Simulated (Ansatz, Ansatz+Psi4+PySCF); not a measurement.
```yaml
atoms:
  - { symbol: F, position_ang: [0.0000, 0.0000, 0.7103] }
  - { symbol: F, position_ang: [0.0000, 0.0000, -0.7103] }
```

Basis set: cc-pVTZ (spherical functions). Frozen core: 2 orbitals. Charge 0, multiplicity 1.

Computed with Ansatz (development build ahead of 0.2.0); each method stands on the lowest determinant of its kind that the runs found. Restricted open shells among the atoms or ions are ROHF, correlated in semicanonical orbitals with singles.

Task: Give the atomization energy at this shape (free ground-state atoms in the same class of orbitals less the molecule, no zero-point energy) of singlet F₂ by RHF-CCSD(T), RHF-CCSD, UHF-CCSD(T), UHF-CCSD, RHF-MP2, UHF-MP2, RHF, UHF.

Result:

```csv
method,atomization energy
RHF-CCSD(T),1.51 eV
RHF-CCSD,1.21 eV
UHF-CCSD(T),1.46 eV
UHF-CCSD,1.15 eV
RHF-MP2,1.71 eV
UHF-MP2,0.51 eV
RHF,-1.39 eV
UHF,-1.32 eV
```

Caution for RHF-CCSD(T), RHF-CCSD, RHF-MP2, RHF: an unrestricted determinant lies well below. Caution for UHF-CCSD(T), UHF-CCSD, UHF-MP2: large amplitudes, a single reference is doubtful. Caution for UHF-CCSD(T), UHF-CCSD, UHF-MP2, UHF: the determinant breaks the point group; the unrestricted determinant is spin contaminated. Caution for UHF-MP2: another reference gives a lower total. Caution for RHF, UHF: the molecule lies well above its atoms at this level.
